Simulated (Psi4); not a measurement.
# AlH (SMILES [AlH]): FNO-CISD/6-311+G(d) (occ tolerance 0.0001)

Wanted: a geometry optimisation of AlH. 

The calculation is run with Psi4 1.11.

## (1) The structure to begin with

AlH has 2 atoms, charge 0, and is taken as a singlet. As SMILES, `[AlH]`. The shape comes from GFN2-xTB, which is rough for such elements, and wasn't checked as a minimum. The run starts from this shape.

Bond lengths: Al1–H2 1.613 Å.

## (2) A geometry optimisation at FNO-CISD/6-311+G(d) (occ tolerance 0.0001)

Contents of calc.in:

```
memory 1600 MB

molecule geom {
  0 1
  Al     0.00000000     0.00000000     0.00000000
  H      0.00000000     0.00000000     3.04901641
  units au
}

set {
  reference     rhf
  scf_type      pk
  occ_tolerance 0.0001
  geom_maxiter  50
}

energy_value = opt("fno-cisd/6-311+G*")
print_variables()
```

Started as:

```bash
$ psi4 -i calc.in -o calc.out -n 1
```

calc.out:

```text
Psi4 1.11 release

         ----------------------------------------------------------
                                   FINDIF
         ----------------------------------------------------------

  Using finite-differences of energies to determine gradients.
    Generating geometries for use with 3-point formula.
    Displacement size will be 5.00e-03.
    Number of atoms is 2.
    Number of symmetric SALCs is 1.
    Translations projected? 1. Rotations projected? 1.
    Number of geometries (including reference) is 3.
 3 displacements needed ...

  //>>>>>>>>>>>>>>>>>>>>>>>>>>>>>>>>>>>//
  //    FiniteDifference Computations  //
  //<<<<<<<<<<<<<<<<<<<<<<<<<<<<<<<<<<<//

    -----------------------------------------------------------------------
                               Psi4 1.11 release

    h
    h
    h

    -----------------------------------------------------------------------

    Memory:     1.5 GiB
    Threads:    1
                ecpint, einsums, f̶o̶r̶t̶e̶, gauxc, gcp, g̶d̶m̶a̶, geometric, g̶p̶u̶_̶d̶f̶c̶c̶,
                i̶n̶t̶e̶g̶r̶a̶t̶o̶r̶x̶x̶, i̶p̶i̶, libefp, m̶d̶i̶, m̶p̶2̶d̶, m̶r̶c̶c̶, ooo,
                o̶p̶e̶n̶f̶e̶r̶m̶i̶o̶n̶p̶s̶i̶4̶, pcmsolver, p̶s̶i̶4̶f̶o̶c̶k̶c̶i̶, p̶s̶i̶x̶a̶s̶,
                p̶y̶e̶i̶n̶s̶u̶m̶s̶, r̶e̶s̶p̶, s̶i̶m̶i̶n̶t̶, s̶n̶s̶m̶p̶2̶,
                v̶2̶r̶d̶m̶_̶c̶a̶s̶s̶c̶f̶

   => Loading Basis Set <=

    Name: 6-311+G*
    Role: ORBITAL
    Keyword: BASIS

         ---------------------------------------------------------
                                   SCF
                              RHF Reference
                        1 Threads,   1525 MiB Core
         ---------------------------------------------------------

  ==> Geometry <==

    Molecular point group: c2v
    Full point group: C_inf_v

    Geometry (in Bohr), charge = 0, multiplicity = 1:

       Center              X                  Y                   Z               Mass
    ------------   -----------------  -----------------  -----------------  -----------------
         AL           0.000000000000     0.000000000000    -0.109787243102    26.981538530000
         H            0.000000000000     0.000000000000     2.939229166898     1.007825032230

  Running in c2v symmetry.

  Rotational constants: A = ************  B =      6.66524  C =      6.66524 [cm^-1]
  Rotational constants: A = ************  B = 199818.90848  C = 199818.90848 [MHz]
  Nuclear repulsion =    4.263670066636342

  Charge       = 0
  Multiplicity = 1
  Electrons    = 14
  Nalpha       = 7
  Nbeta        = 7

  ==> Algorithm <==

  SCF Algorithm Type is PK.
  DIIS enabled.
  MOM disabled.
  Fractional occupation disabled.
  Guess Type is SAD.
  Energy threshold   = 1.00e-10
  Density threshold  = 1.00e-10
  Integral threshold = 1.00e-12

  ==> Primary Basis <==

  Basis Set: 6-311+G*
    Blend: 6-311+G*
    Number of shells: 17
    Number of basis functions: 33
    Number of Cartesian functions: 34
    Spherical Harmonics?: true
    Max angular momentum: 2

  ==> Integral Setup <==

  Using in-core PK algorithm.
   Calculation information:
      Number of atoms:                   2
      Number of AO shells:              17
      Number of primitives:             30
      Number of atomic orbitals:        34
      Number of basis functions:        33

      Integral cutoff                 1.00e-12
      Number of threads:                 1

  Performing in-core PK
  Using 315282 doubles for integral storage.
  We computed 11781 shell quartets total.
  Whereas there are 11781 unique shell quartets.

  ==> DiskJK: Disk-Based J/K Matrices <==

    J tasked:                  Yes
    K tasked:                  Yes
    wK tasked:                  No
    Memory [MiB]:             1144
    Schwarz Cutoff:          1E-12

  Minimum eigenvalue in the overlap matrix is 5.6603963631E-03.
  Reciprocal condition number of the overlap matrix is 1.2775099627E-03.
    Using symmetric orthogonalization.

  ==> Pre-Iterations <==

  SCF Guess: Superposition of Atomic Densities via on-the-fly atomic UHF (no occupation information).

   -------------------------
    Irrep   Nso     Nmo
   -------------------------
     A1        18      18
     A2         1       1
     B1         7       7
     B2         7       7
   -------------------------
    Total      33      33
   -------------------------

  ==> Iterations <==

                        Total Energy        Delta E     RMS |[F,P]|

   @RHF iter SAD:  -241.91069429262717   -2.41911e+02   0.00000e+00
   @RHF iter   1:  -242.45074538728289   -5.40051e-01   5.54562e-03 DIIS/ADIIS
   @RHF iter   2:  -242.45404866087233   -3.30327e-03   1.44252e-03 DIIS/ADIIS
   @RHF iter   3:  -242.45427006257555   -2.21402e-04   2.34830e-04 DIIS/ADIIS
   @RHF iter   4:  -242.45431070385206   -4.06413e-05   3.93425e-05 DIIS
   @RHF iter   5:  -242.45431260568108   -1.90183e-06   6.80802e-06 DIIS
   @RHF iter   6:  -242.45431267449615   -6.88151e-08   1.07503e-06 DIIS
   @RHF iter   7:  -242.45431267612116   -1.62501e-09   1.51650e-07 DIIS
   @RHF iter   8:  -242.45431267614291   -2.17426e-11   2.05299e-08 DIIS
   @RHF iter   9:  -242.45431267614339   -4.83169e-13   2.44775e-09 DIIS
   @RHF iter  10:  -242.45431267614350   -1.13687e-13   2.22559e-10 DIIS
   @RHF iter  11:  -242.45431267614353   -2.84217e-14   3.05889e-11 DIIS
  Energy and wave function converged.

  ==> Post-Iterations <==

    Orbital Energies [Eh]
    ---------------------

    Doubly Occupied:

       1A1   -58.489879     2A1    -4.898246     1B2    -3.208160
       1B1    -3.208160     3A1    -3.207336     4A1    -0.503264
       5A1    -0.287163

    Virtual:

[... 17 lines left out ...]
    One-Electron Energy =                -345.8315499545921057
[... 65 lines left out ...]
        OS MP2 correlation energy:            -0.133522258376
[... 100 lines left out ...]
  CISD variational energy:      -0.165167499580
[... 13 lines left out ...]
        MP2 correlation energy:                 -0.168886222499
[... 77 lines left out ...]
   @RHF iter   1:  -242.45078573285505   -5.40567e-01   5.54270e-03 DIIS/ADIIS
[... 7 lines left out ...]
   @RHF iter   9:  -242.45434900855784   -5.96856e-13   2.46253e-09 DIIS
[... 18 lines left out ...]
    Two-Electron Energy =                  99.1054552875891659
[... 54 lines left out ...]
        SS MP2 correlation energy:            -0.035363569615
[... 41 lines left out ...]
        SCS-MP2 correlation energy:             -0.172021173555
[... 9 lines left out ...]
        CISD correlation energy:                -0.178456588562
[... 76 lines left out ...]
   @RHF iter   5:  -242.45427292341847   -1.91000e-06   6.81582e-06 DIIS
[... 10 lines left out ...]
    Final Occupation by Irrep:
[... 29 lines left out ...]
 Dipole Z            :         -1.3901479            1.5094795            0.1193316
[... 69 lines left out ...]
  CISD variational energy:      -0.165155699898
[... 13 lines left out ...]
        MP2 correlation energy:                 -0.168881178866
[... 59 lines left out ...]
	Measures of convergence in internal coordinates in au.
[... 104 lines left out ...]
   @RHF iter   4:  -242.45452443844022   -3.91771e-05   3.85869e-05 DIIS
[... 7 lines left out ...]
  Energy and wave function converged.
[... 32 lines left out ...]
 Dipole Y            :          0.0000000            0.0000000            0.0000000
[... 68 lines left out ...]
  CISD iterations converged!
[... 14 lines left out ...]
        SS MP2 correlation energy:              -0.035358244889
[... 77 lines left out ...]
   @RHF iter SAD:  -241.90293486246847   -2.41903e+02   0.00000e+00
[... 7 lines left out ...]
   @RHF iter   8:  -242.45451678996722   -2.56364e-11   2.14613e-08 DIIS
[... 18 lines left out ...]
    One-Electron Energy =                -345.5946914446941491
[... 54 lines left out ...]
        OS MP2 correlation energy:            -0.133617442635
[... 41 lines left out ...]
        SS SCS-MP2 correlation energy:          -0.011785957152
[... 9 lines left out ...]
        SS CISD correlation energy:             -0.033445597169
[... 76 lines left out ...]
   @RHF iter   4:  -242.45453108711288   -3.92709e-05   3.86323e-05 DIIS
[... 7 lines left out ...]
  Energy and wave function converged.
[... 32 lines left out ...]
 Dipole Y            :          0.0000000            0.0000000            0.0000000
[... 68 lines left out ...]
  CISD iterations converged!
[... 14 lines left out ...]
        SS MP2 correlation energy:              -0.035358619404
[... 58 lines left out ...]
	                                 ==> Convergence Check <==
[... 105 lines left out ...]
   @RHF iter   3:  -242.45447081965497   -2.14710e-04   2.30159e-04 DIIS/ADIIS
[... 7 lines left out ...]
   @RHF iter  11:  -242.45451170755601    0.00000e+00   3.13652e-11 DIIS
[... 32 lines left out ...]
 Dipole X            :          0.0000000            0.0000000            0.0000000
[... 40 lines left out ...]
      * MP2 total energy:                   -242.623489721556
[... 42 lines left out ...]
        OS MP2 correlation energy:              -0.133620306728
[... 76 lines left out ...]
                        Total Energy        Delta E     RMS |[F,P]|
[... 8 lines left out ...]
   @RHF iter   7:  -242.45449815624173   -1.73242e-09   1.64832e-07 DIIS
[... 18 lines left out ...]
    Nuclear Repulsion Energy =              4.1441011072969651
[... 49 lines left out ...]
        *               Frozen Natural Orbitals               *
[... 46 lines left out ...]
        OS SCS-MP2 correlation energy:          -0.160352222733
[... 9 lines left out ...]
        OS CISD correlation energy:             -0.145205675062
[... 76 lines left out ...]
   @RHF iter   3:  -242.45448150813758   -2.14969e-04   2.30333e-04 DIIS/ADIIS
[... 7 lines left out ...]
   @RHF iter  11:  -242.45452245593711    5.68434e-14   3.12930e-11 DIIS
[... 49 lines left out ...]
 Dipole X            :          0.0000000            0.0000000            0.0000000
[... 40 lines left out ...]
      * MP2 total energy:                   -242.623494358965
[... 16 lines left out ...]
  Allocate cpu memory (     0.68 mb).....done.
  Initialize cpu memory..................done.

  Begin CISD iterations

   Iter  DIIS          Energy       d(Energy)          |d(T)|     time
      0   0 1   -0.1557058136   -0.1557058136    0.1861824776        0
      1   1 1   -0.1611853482   -0.0054795346    0.0374359750        0
      2   2 1   -0.1647193411   -0.0035339929    0.0158380485        1
[... 8 lines of this table left out ...]
     11   8 4   -0.1653596645   -0.0000000000    0.0000000402        0

  CISD iterations converged!

  CISD variational energy:      -0.165359664505
  CISD transition energy:       -0.165359665596

        OS MP2 FNO correction:                  -0.012714556437
        SS MP2 FNO correction:                  -0.000551532972
        MP2 FNO correction:                     -0.013266089409

        OS SCS-MP2 correlation energy:          -0.160336587342
        SS SCS-MP2 correlation energy:          -0.011786026748
        SCS-MP2 correlation energy:             -0.172122614089
      * SCS-MP2 total energy:                 -242.626645070027

        OS MP2 correlation energy:              -0.133613822785
        SS MP2 correlation energy:              -0.035358080244
        MP2 correlation energy:                 -0.168971903028
      * MP2 total energy:                     -242.623494358965

        OS CISD correlation energy:             -0.145179980048
        SS CISD correlation energy:             -0.033445774958
        CISD correlation energy:                -0.178625753914
      * CISD total energy:                    -242.633148209851

  Total time for CISD iterations:       0.03 s (user)
                                        0.15 s (system)
                                           1 s (total)

  Time per iteration:                   0.00 s (user)
                                        0.01 s (system)
                                        0.09 s (total)

	total time  =          1 seconds =       0.02 minutes

    Psi4 run time: 0:00:01.42

  //>>>>>>>>>>>>>>>>>>>>>>>>>>>>>>>>>>>//
  //      FiniteDifference Results     //
  //<<<<<<<<<<<<<<<<<<<<<<<<<<<<<<<<<<<//

  Computing gradient from energies.
    Using 3-point formula.
    Energy without displacement: -242.6331499479
    Check energies below for precision!
    Forces are for mass-weighted, symmetry-adapted cartesians [a0].

     Coord      Energy(-1)        Energy(+1)            Force
        0   -242.6331489709   -242.6331482099      0.0000761023
         -------------------------------------------------------------

    			-----------------------------------------

    			 OPTKING 3.0: for geometry optimizations

    			        with contributions from

    			-----------------------------------------

	                            ===> Fragment 1 <==

	 Z (Atomic Numbers)          Masses                          Geom
	      13.000000            26.981539          0.00000000  0.00000000 -0.15123723
	       1.000000             1.007825          0.00000000  0.00000000  2.98067915

	 - Coordinate -           - BOHR/RAD -       - ANG/DEG -
	 R(1,2)           =         3.131916           1.657339

	        --- Internal Coordinate Step in ANG or DEG, aJ/ANG or AJ/DEG ---
	-------------------------------------------------------------------------------
	           Coordinate      Previous         Force          Change          New
	           ----------      --------        ------          ------        ------
	               R(1,2)       1.65734        0.00062        0.00034       1.65768
	-------------------------------------------------------------------------------

	                                 ==> Convergence Check <==

	Measures of convergence in internal coordinates in au.

	Criteria marked as inactive (o), active & met (*), and active & unmet ( ).

	----------------------------------------------------------------------------------------------
	   Step    Total Energy     Delta E     Max Force     RMS Force      Max Disp      RMS Disp
	----------------------------------------------------------------------------------------------
	  Convergence Criteria     1.00e-06 *    3.00e-04 *             o    1.20e-03 *             o
	----------------------------------------------------------------------------------------------
	     3    -242.63314995   -3.37e-06      7.50e-05 *    7.50e-05 o    6.48e-04 *    6.48e-04 o  ~
	----------------------------------------------------------------------------------------------

Next Geometry in Ang
	Fragment 1 (Ang)

	   Al   0.0000000000   0.0000000000  -0.0802028000
	    H   0.0000000000   0.0000000000   1.5774789850

    Final optimized geometry and variables:
    Molecular point group: c2v
    Full point group: C_inf_v

    Geometry (in Bohr), charge = 0, multiplicity = 1:

    AL           0.000000000000     0.000000000000    -0.151237229510
    H            0.000000000000     0.000000000000     2.980679153306

  Variable Map:
  ----------------------------------------------------------------------------
  "CISD CORRELATION ENERGY"               =>      -0.178638240338
  "CISD OPPOSITE-SPIN CORRELATION ENERGY" =>      -0.145192784076
  "CISD SAME-SPIN CORRELATION ENERGY"     =>      -0.033445457367
  "CISD TOTAL ENERGY"                     =>    -242.633149947894
  "CURRENT CORRELATION ENERGY"            =>      -0.178638240338
  "CURRENT ENERGY"                        =>    -242.633149947894
  "CURRENT REFERENCE ENERGY"              =>    -242.454511707556
  "DD SOLVATION ENERGY"                   =>       0.000000000000
  "FINDIF NUMBER"                         =>       3.000000000000
  "HF KINETIC ENERGY"                     =>     242.402654292536
  "HF POTENTIAL ENERGY"                   =>    -484.857166000092
  "HF TOTAL ENERGY"                       =>    -242.454511707556
  "HF VIRIAL RATIO"                       =>       2.000213930888
  "MP2 CORRELATION ENERGY"                =>      -0.168978014000
  "MP2 DOUBLES ENERGY"                    =>      -0.168978014000
  "MP2 OPPOSITE-SPIN CORRELATION ENERGY"  =>      -0.133620306728
  "MP2 SAME-SPIN CORRELATION ENERGY"      =>      -0.035357707272
  "MP2 SINGLES ENERGY"                    =>       0.000000000000
  "MP2 TOTAL ENERGY"                      =>    -242.623489721556
  "NUCLEAR REPULSION ENERGY"              =>       4.150813243715
  "ONE-ELECTRON ENERGY"                   =>    -345.588253978593
  "OPTIMIZATION ITERATIONS"               =>       3.000000000000
  "PCM POLARIZATION ENERGY"               =>       0.000000000000
  "PE ENERGY"                             =>       0.000000000000
  "SCF ITERATION ENERGY"                  =>    -242.454511707556
  "SCF ITERATIONS"                        =>      11.000000000000
  "SCF TOTAL ENERGY"                      =>    -242.454511707556
  "TWO-ELECTRON ENERGY"                   =>      98.982929027322

  Array Variable Map:
  ----------------------------------------------------------------------------
  "CURRENT DIPOLE"                        =>       0.000000000000 ... 0.039366328834 1 by 3
  "CURRENT GRADIENT"                      =>       0.000000000000 ... -0.000075011428 2 by 3
  "FNO-CISD TOTAL GRADIENT"               =>       0.000000000000 ... -0.000075011428 2 by 3
  "SCF DIPOLE"                            =>       0.000000000000 ... 0.039366328834 1 by 3
  "SCF TOTAL ENERGIES"                    =>    -241.902704819429 ... -242.454511707556 1 by 12

    Psi4 run time: 0:00:16.34

[set-up sections that repeat, and orbital energies of the middle runs, are left out above]
```

The script printed:

```text
Optimizer: Optimization complete!
```

Run time: 18 s. Hardware: 1 thread of Intel Xeon Platinum 8175M at 2.50GHz (Skylake/Cascade Lake), shared host; peak memory 0.23 GiB.

Step by step:

| step | energy from the first frame kept (eV) | largest force (eV/Å) |
| --- | --- | --- |
| 0 | 0.0000 | 0.4972 |
| 1 | -0.0106 | 0.0438 |
| 2 | -0.0107 | 0.0039 |

After the run. Bond lengths: Al1–H2 1.657 Å.

## (3) Outcome

At FNO-CISD/6-311+G* (occ tolerance 0.0001):

| quantity | value |
| --- | --- |
| total energy at the end | -242.63315 Eh |
| correlation energy | -178.6 mEh |
| bond length | 1.657 Å |

In words: At the final geometry: Bond lengths: Al1–H2 1.657 Å. The optimisation took 3 steps and changed the energy by -0.011 eV.
